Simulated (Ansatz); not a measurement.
**BSiH3 (SMILES B[SiH]): levels of theory compared**

Aim: a comparison of 6 runs (U-revPBE/STO-3G, UB2PLYP/STO-3G, UHSE06/STO-3G, RPA@PBE/STO-3G, UMP2/STO-3G, UCCSDT(Q)/STO-3G) of BSiH3. 

Program for the calculation: Ansatz 0.2.0.

43 further runs of the same task are left out: 43 set aside as unsound or not needed.

## Step 1: The molecule

BSiH3: 5 atoms, total charge 0, spin state triplet. As SMILES, `B[SiH]`. The H3–B1 distance was set to 2.358 Å, away from the relaxed value. At this shape a bond of the SMILES string is far longer than usual.

Bond lengths: B1–Si2 1.878 Å, B1–H4 1.176 Å, Si2–H5 1.476 Å. Angles: B1–Si2–H5 134.9°, Si2–B1–H4 121.0°.

## Step 2: The energy at U-revPBE/STO-3G (run 1)

The input, input.yaml:

```yaml
crystal:
  periodic: [false, false, false]
  atoms:
    - symbol: B
      position_ang: [0.890261, -0.795592, -0.296192]
    - symbol: Si
      position_ang: [1.857771, 0.742028, -0.773302]
    - symbol: H
      position_ang: [-1.303690, -0.620750, 0.549520]
    - symbol: H
      position_ang: [1.360581, -1.867162, -0.412812]
    - symbol: H
      position_ang: [1.583031, 2.191778, -0.758662]
basis:
  gaussian: {orbitals: STO-3G}
magnetization: {spin_polarized: true, initial_magnetization: 2}
hamiltonian: {xc: {name: revPBE}}
accuracy: high
```

Command:

```console
$ ansatz run input.yaml --threads 1 --pin off --max-ram 2610MiB --events-out events.jsonl --progress --plain --runs-dir runs
```

The log of the run:

```text
Warning: RAYON_NUM_THREADS=1 ignored (pool sized by the plan → 1); use --threads N
Functional definition: revPBE
  name "revPBE"
  parameter kappa = 1.245
  parameter beta = 0.06672455060314922
  exchange = pbe_x(kappa = kappa, mu = beta*pi^2/3)
  correlation = pbe_c(beta = beta)
285 factors; integrals over basis functions are off by at most 1.2e-8 eV
mean field evaluation 1: about -8487.1790 eV, gradient 1.9e1 eV
mean field evaluation 2: about -8472.1889 eV, gradient 2.9e1 eV
mean field evaluation 4: about -8490.1246 eV, gradient 1.2e1 eV
mean field evaluation 8: about -8492.6030 eV, gradient 1.9e-1 eV
mean field evaluation 16: about -8492.5456 eV, gradient 4.6e-5 eV
mean field -8492.54562943 eV, -312.0952954275 hartree, gradient 2.8e-8 eV, S^2 2.107989; 1 other end points of the search recorded, 0 dependent functions left out
reference -8492.54563197 eV, -312.0952955209 hartree; 12, 10 occupied and 5, 7 virtual orbitals, 285 factors
Total energy: -8492.54563197 eV, -312.0952955209 hartree
```

It took 1.7 s on 1 thread of Arm Neoverse V1, shared host; peak memory 0.12 GiB.

## Step 3: A single-point energy at UB2PLYP/STO-3G (run 2)

The input, job.yaml:

```yaml
crystal:
  periodic: [false, false, false]
  atoms:
    - {symbol: B, position_ang: [0.890261, -0.795592, -0.296192]}
    - {symbol: Si, position_ang: [1.857771, 0.742028, -0.773302]}
    - {symbol: H, position_ang: [-1.303690, -0.620750, 0.549520]}
    - {symbol: H, position_ang: [1.360581, -1.867162, -0.412812]}
    - {symbol: H, position_ang: [1.583031, 2.191778, -0.758662]}
basis:
  gaussian: {orbitals: STO-3G}
total_charge: 0
magnetization: {spin_polarized: true, initial_magnetization: 2}
hamiltonian: {xc: {name: B2PLYP}}
correlation: {frozen_orbitals: {B: 1, H: 0, Si: 5}}
accuracy: high
```

Command:

```console
$ ansatz run job.yaml --threads 1 --pin off --max-ram 2610MiB --events-out events.jsonl --progress --plain --runs-dir runs
```

The log of the run (excerpt; [...] marks lines left out):

```text
Warning: RAYON_NUM_THREADS=1 ignored (pool sized by the plan → 1); use --threads N
Functional definition: B2PLYP
  name "B2PLYP"
[...]
285 factors; integrals over basis functions are off by at most 1.2e-8 eV
[...]
mean field -8488.01166932 eV, -311.9286754666 hartree, gradient 4.4e-8 eV, S^2 2.453213; 5 other end points of the search recorded, 0 dependent functions left out
6 core orbitals not correlated: weight in the atoms' cores, before any rotation towards them, 0.999 or more for the frozen orbitals, at most 0.000 for the correlated occupied ones
reference -8488.01168786 eV, -311.9286761480 hartree; 6, 4 occupied and 5, 7 virtual orbitals, 285 factors
second order -2.36889569 eV of doubles, -0.00000000 eV of singles
Total energy: -8488.65128970 eV, -311.9521810820 hartree
```

It took 3.9 s on 1 thread of Arm Neoverse V1, shared host; peak memory 0.13 GiB.

## Step 4: A single-point energy at UHSE06/STO-3G (run 3)

input.yaml, as its differences from that of step 2:

```diff
@@ -1 +1,3 @@
+basis:
+  gaussian: {orbitals: STO-3G}
 crystal:
@@ -13,6 +15,4 @@
       position_ang: [1.583031, 2.191778, -0.758662]
-basis:
-  gaussian: {orbitals: STO-3G}
 magnetization: {spin_polarized: true, initial_magnetization: 2}
-hamiltonian: {xc: {name: revPBE}}
+hamiltonian: {xc: hse06}
 accuracy: high
```

Command:

```console
$ ansatz run input.yaml --threads 1 --pin off --max-ram 2610MiB --events-out events.jsonl --progress --plain --runs-dir runs
```

The log of the run:

```text
Warning: RAYON_NUM_THREADS=1 ignored (pool sized by the plan → 1); use --threads N
Functional definition: HSE06
  name "HSE06"
  parameter a = 0.25
  parameter omega = 0.11/bohr
  exchange = pbe_x - a*pbe_x_sr(omega) + a*exact_x_sr(omega)
  correlation = pbe_c
285 factors; integrals over basis functions are off by at most 1.2e-8 eV
62 factors; integrals over basis functions are off by at most 1.7e-9 eV
mean field evaluation 1: about -8485.0816 eV, gradient 1.6e1 eV
mean field evaluation 2: about -8474.7638 eV, gradient 2.5e1 eV
mean field evaluation 4: about -8488.7280 eV, gradient 6.1e0 eV
mean field evaluation 8: about -8489.4418 eV, gradient 2.2e-1 eV
mean field evaluation 16: about -8489.4436 eV, gradient 8.5e-5 eV
mean field evaluation 32: about -8488.6781 eV, gradient 5.1e-2 eV
mean field -8489.44358722 eV, -311.9812974788 hartree, gradient 2.3e-8 eV, S^2 2.267900; 1 other end points of the search recorded, 0 dependent functions left out
reference -8489.44358929 eV, -311.9812975549 hartree; 12, 10 occupied and 5, 7 virtual orbitals, 285 factors
Total energy: -8489.44358929 eV, -311.9812975549 hartree
```

Run time: 4.2 s. Hardware: 1 thread of Arm Neoverse V1, shared host; peak memory 0.12 GiB.

Runs 4 to 5 aren't shown in full; the table further down has their settings and results.

## Step 5: A single-point energy at UCCSDT(Q)/STO-3G (run 6)

The input, in.yaml:

```yaml
crystal:
  periodic: [false, false, false]
  atoms:
    - {symbol: B, position_ang: [0.890261, -0.795592, -0.296192]}
    - {symbol: Si, position_ang: [1.857771, 0.742028, -0.773302]}
    - {symbol: H, position_ang: [-1.303690, -0.620750, 0.549520]}
    - {symbol: H, position_ang: [1.360581, -1.867162, -0.412812]}
    - {symbol: H, position_ang: [1.583031, 2.191778, -0.758662]}
basis:
  gaussian: {orbitals: STO-3G}
magnetization: {spin_polarized: true, initial_magnetization: 2}
correlation: {method: ccsdt_q, frozen_orbitals: {B: 1, H: 0, Si: 5}}
accuracy: high
scf: {omitted_lower_state_checks: [cluster_reference, increment]}
```

Command:

```console
$ ansatz run in.yaml --threads 1 --pin off --max-ram 2610MiB --events-out events.jsonl --progress --plain --runs-dir runs
```

The log of the run:

```text
Warning: RAYON_NUM_THREADS=1 ignored (pool sized by the plan → 1); use --threads N
[... 14 lines left out ...]
6 core orbitals not correlated: weight in the atoms' cores, before any rotation towards them, 0.999 or more for the frozen orbitals, at most 0.000 for the correlated occupied ones
[... 65 lines left out ...]
Total energy: -8477.00696494 eV, -311.5242600399 hartree
Checks for a lower state left out: cluster_reference, increment
```

Wall time 1.1 s (1 thread of Arm Neoverse V1, shared host).

## Step 6: All runs side by side

```
run             level  frozen core orbitals  energy (Eh)   ⟨S²⟩  wall time
  1   U-revPBE/STO-3G                     –  -312.095296  2.108      1.7 s
  2    UB2PLYP/STO-3G                     6  -311.952181  2.453      3.9 s
  3     UHSE06/STO-3G                     –  -311.981298  2.268      4.2 s
  4    RPA@PBE/STO-3G                     6  -311.565042  2.103      2.8 s
  5       UMP2/STO-3G                     6  -311.476064  2.707     0.26 s
  6  UCCSDT(Q)/STO-3G                     6  -311.524260  2.707      1.1 s
```

## Step 7: Outcome

| quantity | value |
| --- | --- |
| run 6: total energy | -311.52426 Eh |
| run 6: correlation energy (6 core orbitals frozen) | -98.0 mEh |
| run 6: ⟨S²⟩ of the reference determinant | 2.707 |
| run 6: T1 diagnostic | 0.079 |

**Reading.** Totals of different functionals can't be ranked against each other. In runs 1, 2, 3, 4, 5, 6 the basis is minimal, so the values are rough. Spin contamination of the reference: run 5 ⟨S²⟩ = 2.71, run 6 ⟨S²⟩ = 2.71, run 2 ⟨S²⟩ = 2.45, run 3 ⟨S²⟩ = 2.27, run 1 ⟨S²⟩ = 2.11, run 4 ⟨S²⟩ = 2.10. Where it is this large, the reference is a mixture of spin states, and values that rest on it are in doubt. All runs together took 14 s, the longest 4.2 s.
